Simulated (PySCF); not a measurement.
Species: `C(#N)C1(F)CC1`. The columns A, B, C and D hold Mulliken, IAO, Hirshfeld and ESP-fitted charges (e) of one PBE0/pcSseg-1 density (PySCF), in a shuffled order. Coordinates in Å (GFN2-xTB); the density's dipole moment is (-3.67, 1.14, -0.59) D.

```csv
atom,x,y,z,A,B,C,D
N1,2.721,-0.471,-0.468,-0.438,-0.217,-0.234,-0.203
C2,1.663,-0.390,-0.044,+0.382,+0.126,+0.108,+0.079
C3,0.331,-0.272,0.456,+0.130,+0.263,+0.152,+0.108
F4,0.180,-0.765,1.724,-0.169,-0.288,-0.283,-0.092
C5,-0.509,0.921,0.084,-0.281,-0.289,-0.190,-0.076
C6,-0.841,-0.426,-0.478,-0.286,-0.289,-0.190,-0.076
H7,-0.067,1.665,-0.561,+0.157,+0.172,+0.157,+0.064
H8,-1.141,1.319,0.863,+0.173,+0.176,+0.162,+0.066
H9,-0.631,-0.629,-1.517,+0.159,+0.172,+0.157,+0.064
H10,-1.698,-0.948,-0.081,+0.174,+0.176,+0.161,+0.066
```

Q: Which column most likely holds the ESP-fitted charges?

A: A. Σ q r misses the density's dipole by 0.02 D (A), 1.20 D (D), 1.58 D (B), 1.65 D (C). Charges fitted to the outside potential are the only set here that is tied to the molecule's multipoles.

Q: And the Hirshfeld charges?

A: D. The mean sizes are 0.089 e (D), 0.179 e (C), 0.217 e (B), 0.235 e (A), and Hirshfeld charges are commonly the smallest of these schemes.

As computed, A = ESP-fitted, B = IAO, C = Mulliken, D = Hirshfeld. Hydrogens on carbon: ESP-fitted +0.16 to +0.17, IAO +0.17 to +0.18, Mulliken +0.16 to +0.16, Hirshfeld +0.06 to +0.07 e.

The Hirshfeld scheme weights the molecular density at each point by an atom's share of the summed free-atom densities. The Mulliken scheme gives each basis function's population to the atom it is centred on and halves the overlap population of two atoms between them.

Geometry: GFN2-xTB; no solvent, vibrations or thermal averaging.
